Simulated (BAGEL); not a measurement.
# CH7BP− (SMILES C[BH2-]P): levels of theory compared

We compute a comparison of 3 runs (B3LYP/def2-SVPD, PBE0/def2-SVPD, RI-MP2/def2-SVPD) of CH7BP−. 

Program for the calculation: BAGEL 1.2.2.

2 further runs of the same task are left out: 1 that didn't finish, 1 set aside as unsound or not needed. Runs told in other sessions of the task aren't counted.

## Step 1: The system as given

CH7BP−: 10 atoms, total charge -1, spin state singlet. As SMILES, `C[BH2-]P`. Geometry: relaxed at GFN2-xTB. This is one conformer, not always the lowest.

Bond lengths: C1–B2 1.638 Å, B2–P3 2.018 Å, C1–H4 1.095 Å, C1–H5 1.093 Å, C1–H6 1.093 Å, B2–H7 1.215 Å, B2–H8 1.213 Å, P3–H9 1.386 Å, P3–H10 1.387 Å. Some angles: C1–B2–P3 109.0°, C1–B2–H7 111.7°, C1–B2–H8 112.2°, P3–B2–H7 105.2°, P3–B2–H8 107.4°, B2–C1–H4 111.3°, B2–C1–H5 112.3°, B2–C1–H6 112.2°, B2–P3–H9 97.8°, B2–P3–H10 99.0°.

## Step 2: The energy at B3LYP/def2-SVPD (density fitting with qzvpp-jkfit) (run 1)

input.json reads:

```json
{ "bagel": [

{
  "title": "molecule",
  "basis": "def2-svpd.json",
  "df_basis": "qzvpp-jkfit",
  "angstrom": true,
  "geometry": [
    { "atom": "C", "xyz": [   -0.888820,    0.675340,   -0.759280 ] },
    { "atom": "B", "xyz": [   -0.262620,   -0.562590,    0.111070 ] },
    { "atom": "P", "xyz": [    1.204330,    0.147100,    1.301550 ] },
    { "atom": "H", "xyz": [   -1.696100,    0.332490,   -1.414450 ] },
    { "atom": "H", "xyz": [   -0.141770,    1.152530,   -1.399220 ] },
    { "atom": "H", "xyz": [   -1.306730,    1.458730,   -0.122240 ] },
    { "atom": "H", "xyz": [   -1.083890,   -1.040730,    0.867320 ] },
    { "atom": "H", "xyz": [    0.226540,   -1.418380,   -0.595520 ] },
    { "atom": "H", "xyz": [    1.756180,   -1.071550,    1.665050 ] },
    { "atom": "H", "xyz": [    2.192880,    0.327060,    0.345730 ] }
  ]
},
{
  "title": "ks",
  "xc_func": "b3lyp",
  "charge": -1
},
{
  "title": "print",
  "file": "orbitals.molden",
  "orbitals": true
}

]}
```

The basis set def2-SVPD is read from a file made from the Basis Set Exchange's data (not shown).

Launch:

```bash
BAGEL_NUM_THREADS=1 BAGEL input.json > input.out
```

What it wrote:

```text
* using 1 threads per process

  ===============================================================
  ===============================================================

  *** Geometry ***

  { "atom" : "C", "xyz" : [     -1.679626,      1.276208,     -1.434831 ] },
  { "atom" : "B", "xyz" : [     -0.496280,     -1.063141,      0.209892 ] },
  { "atom" : "P", "xyz" : [      2.275854,      0.277979,      2.459573 ] },
  { "atom" : "H", "xyz" : [     -3.205164,      0.628315,     -2.672923 ] },
  { "atom" : "H", "xyz" : [     -0.267906,      2.177966,     -2.644143 ] },
  { "atom" : "H", "xyz" : [     -2.469362,      2.756600,     -0.231000 ] },
  { "atom" : "H", "xyz" : [     -2.048255,     -1.966695,      1.638997 ] },
  { "atom" : "H", "xyz" : [      0.428099,     -2.680350,     -1.125370 ] },
  { "atom" : "H", "xyz" : [      3.318699,     -2.024936,      3.146488 ] },
  { "atom" : "H", "xyz" : [      4.143943,      0.618054,      0.653335 ] },

  Number of auxiliary basis functions:      404

  Since a DF basis is specified, we compute 2- and 3-index integrals:
    o Being stored without compression. Storage requirement is 0.047 GB

  Number of basis functions:      120
  Number of electrons      :       33

    * METHOD: MOLECULE                             0.13

  *** Kohn-Sham DFT ***

    * Removing 17710 points whose weight is below 1.00e-10
    * Grid points: 131350

  === Nuclear Repulsion ===
    96.8449287295

       - DIIS with orbital gradients will be used.

  === KS iteration (b3lyp / def2-svpd.json) ===
      0       -367.95374692          0.07750902           0.32
      1       -287.89082409          0.17529564           0.32
      2       -350.70906254          0.07248667           0.31
      3       -330.29620736          0.17332508           0.31
      4       -383.75713848          0.11187973           0.31
      5       -388.56883480          0.10087160           0.31
[... 18 lines of this table left out ...]
     24       -408.43139456          0.00000003           0.31
     25       -408.43139456          0.00000001           0.31
    * SCF iteration converged.

    * Permanent dipole moment:
           (   -0.287273,    -0.488522,     0.124823) a.u.

    * METHOD: KS                                   8.71

    * METHOD: PRINT                                0.02

  ===============================================================
```

Wall time 9 s (1 thread of AMD EPYC 9B45 (Zen 5), shared host); peak memory 0.68 GiB.

## Step 3: A single-point energy at PBE0/def2-SVPD (density fitting with qzvpp-jkfit) (run 2)

input.json reads:

```json
{ "bagel": [

{
  "title": "molecule",
  "basis": "def2-svpd.json",
  "df_basis": "qzvpp-jkfit",
  "angstrom": true,
  "geometry": [
    { "atom": "C", "xyz": [      -0.888820,       0.675340,      -0.759280 ] },
    { "atom": "B", "xyz": [      -0.262620,      -0.562590,       0.111070 ] },
    { "atom": "P", "xyz": [       1.204330,       0.147100,       1.301550 ] },
    { "atom": "H", "xyz": [      -1.696100,       0.332490,      -1.414450 ] },
    { "atom": "H", "xyz": [      -0.141770,       1.152530,      -1.399220 ] },
    { "atom": "H", "xyz": [      -1.306730,       1.458730,      -0.122240 ] },
    { "atom": "H", "xyz": [      -1.083890,      -1.040730,       0.867320 ] },
    { "atom": "H", "xyz": [       0.226540,      -1.418380,      -0.595520 ] },
    { "atom": "H", "xyz": [       1.756180,      -1.071550,       1.665050 ] },
    { "atom": "H", "xyz": [       2.192880,       0.327060,       0.345730 ] }
  ]
},

{ "title": "ks", "xc_func": "pbe0", "charge": -1 },

{ "title": "print", "file": "orbitals.molden", "orbitals": true }

]}
```

The basis set def2-SVPD is read from a file made from the Basis Set Exchange's data (not shown).

Launch:

```bash
BAGEL_NUM_THREADS=1 BAGEL input.json > input.out
```

What it wrote:

```text
* using 1 threads per process

  ===============================================================
  ===============================================================

  *** Geometry ***

  { "atom" : "C", "xyz" : [     -1.679626,      1.276208,     -1.434831 ] },
  { "atom" : "B", "xyz" : [     -0.496280,     -1.063141,      0.209892 ] },
  { "atom" : "P", "xyz" : [      2.275854,      0.277979,      2.459573 ] },
  { "atom" : "H", "xyz" : [     -3.205164,      0.628315,     -2.672923 ] },
  { "atom" : "H", "xyz" : [     -0.267906,      2.177966,     -2.644143 ] },
  { "atom" : "H", "xyz" : [     -2.469362,      2.756600,     -0.231000 ] },
  { "atom" : "H", "xyz" : [     -2.048255,     -1.966695,      1.638997 ] },
  { "atom" : "H", "xyz" : [      0.428099,     -2.680350,     -1.125370 ] },
  { "atom" : "H", "xyz" : [      3.318699,     -2.024936,      3.146488 ] },
  { "atom" : "H", "xyz" : [      4.143943,      0.618054,      0.653335 ] },

  Number of auxiliary basis functions:      404

  Since a DF basis is specified, we compute 2- and 3-index integrals:
    o Being stored without compression. Storage requirement is 0.047 GB

  Number of basis functions:      120
  Number of electrons      :       33

    * METHOD: MOLECULE                             0.13

  *** Kohn-Sham DFT ***

    * Removing 17710 points whose weight is below 1.00e-10
    * Grid points: 131350

  === Nuclear Repulsion ===
    96.8449287295

       - DIIS with orbital gradients will be used.

  === KS iteration (pbe0 / def2-svpd.json) ===
      0       -367.77112664          0.07725064           0.31
      1       -288.68162517          0.17287635           0.30
      2       -350.71646223          0.07291598           0.31
      3       -382.09669910          0.11791559           0.30
      4       -388.58148295          0.09897270           0.31
      5       -388.57278683          0.10026442           0.31
[... 17 lines of this table left out ...]
     23       -408.18013127          0.00000002           0.30
     24       -408.18013127          0.00000001           0.30
    * SCF iteration converged.

    * Permanent dipole moment:
           (   -0.291036,    -0.475831,     0.148972) a.u.

    * METHOD: KS                                   8.07

    * METHOD: PRINT                                0.02

  ===============================================================
```

It took 8.4 s on 1 thread of AMD EPYC 9B45 (Zen 5), shared host; peak memory 0.68 GiB.

## Step 4: The energy at RI-MP2/def2-SVPD (density fitting with qzvpp-jkfit) (run 3)

job.json reads:

```json
{ "bagel": [

{
  "title": "molecule",
  "basis": "def2-svpd.json",
  "df_basis": "qzvpp-jkfit",
  "angstrom": true,
  "geometry": [
    { "atom": "C", "xyz": [   -0.888820,    0.675340,   -0.759280 ] },
    { "atom": "B", "xyz": [   -0.262620,   -0.562590,    0.111070 ] },
    { "atom": "P", "xyz": [    1.204330,    0.147100,    1.301550 ] },
    { "atom": "H", "xyz": [   -1.696100,    0.332490,   -1.414450 ] },
    { "atom": "H", "xyz": [   -0.141770,    1.152530,   -1.399220 ] },
    { "atom": "H", "xyz": [   -1.306730,    1.458730,   -0.122240 ] },
    { "atom": "H", "xyz": [   -1.083890,   -1.040730,    0.867320 ] },
    { "atom": "H", "xyz": [    0.226540,   -1.418380,   -0.595520 ] },
    { "atom": "H", "xyz": [    1.756180,   -1.071550,    1.665050 ] },
    { "atom": "H", "xyz": [    2.192880,    0.327060,    0.345730 ] }
  ]
},
{
  "title": "hf",
  "charge": -1
},
{
  "title": "mp2",
  "charge": -1,
  "ncore": 7
}

]}
```

The basis set def2-SVPD is read from a file made from the Basis Set Exchange's data (not shown).

Launch:

```bash
BAGEL_NUM_THREADS=1 BAGEL job.json > job.out
```

What it wrote:

```text
* using 1 threads per process

  ===============================================================
  ===============================================================

  *** Geometry ***

  { "atom" : "C", "xyz" : [     -1.679626,      1.276208,     -1.434831 ] },
  { "atom" : "B", "xyz" : [     -0.496280,     -1.063141,      0.209892 ] },
  { "atom" : "P", "xyz" : [      2.275854,      0.277979,      2.459573 ] },
[... 6 lines of this table left out ...]
  { "atom" : "H", "xyz" : [      4.143943,      0.618054,      0.653335 ] },

  Number of auxiliary basis functions:      404

  Since a DF basis is specified, we compute 2- and 3-index integrals:
    o Being stored without compression. Storage requirement is 0.047 GB

  Number of basis functions:      120
  Number of electrons      :       33

    * METHOD: MOLECULE                             0.13

  *** RHF ***

  === Nuclear Repulsion ===
    96.8449287295

      * DIIS with orbital gradients will be used.

  === RHF iteration (def2-svpd.json) ===
      0       -407.00072695          0.01850773           0.04
      1       -407.16318868          0.01030645           0.04
      2       -407.21227330          0.00155980           0.04
[... 9 lines of this table left out ...]
     12       -407.21499181          0.00000001           0.04
    * SCF iteration converged.

    * Permanent dipole moment:
           (   -0.295561,    -0.477030,     0.171806) a.u.

    * METHOD: HF                                   0.56

  *** RHF ***

  === Nuclear Repulsion ===
    96.8449287295

      * DIIS with orbital gradients will be used.

  === RHF iteration (def2-svpd.json) ===
      0       -407.21499181          0.00000000           0.03
    * SCF iteration converged.

    * Permanent dipole moment:
           (   -0.295561,    -0.477030,     0.171806) a.u.

  === DF-MP2 calculation ===

    * freezing 7 orbitals
    * 3-index integral transformation done
    * assembly done

      MP2 correlation energy:   -0.4171823454      0.03

      MP2 total energy:       -407.6321741511

    * METHOD: MP2                                  0.11

  ===============================================================
```

Run time: 0.96 s. Hardware: 1 thread of AMD EPYC 9B45 (Zen 5), shared host; peak memory 0.13 GiB.

## Step 5: All runs side by side

```tsv
run	level	frozen core orbitals	energy (Eh)	HOMO energy (eV)	LUMO energy (eV)	HOMO–LUMO gap (eV)	wall time
1	B3LYP/def2-SVPD (density fitting with qzvpp-jkfit)	–	-408.431395	-0.94	4.31	5.25	9 s
2	PBE0/def2-SVPD (density fitting with qzvpp-jkfit)	–	-408.180131	-1.13	4.53	5.66	8.4 s
3	RI-MP2/def2-SVPD (density fitting with qzvpp-jkfit)	7	-407.632174	–	–	–	0.96 s
```

## Step 6: What came out

```
                                          quantity          value
                               run 3: total energy  -407.63217 Eh
run 3: correlation energy (7 core orbitals frozen)     -417.2 mEh
```

What this shows: Totals of different functionals can't be ranked against each other. All runs together took 18 s, the longest 9 s.
